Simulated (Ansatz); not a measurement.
```xyz
4

O     0.0018   -0.3437   -1.9239
H    -0.0043   -0.4399   -0.9241
Cl   -0.0074    0.1489    1.0756
H    -0.0079    0.6212   -1.9341
```

RHF on singlet H2ClO(-) was run in several spherical basis sets with Ansatz (development build ahead of 0.2.0). Caution: no diffuse functions for an anion.

(1) Rank the basis sets by the total energy that they give, lowest first, with the distance from the lowest.
A. cc-pVTZ
B. STO-3G
C. def2-TZVP

Results:

(1) A (0.00 eV), C (0.16 eV), B (167.74 eV).

Totals follow the description of the cores as much as that of the bonds, so this order isn't one of quality for chemistry.
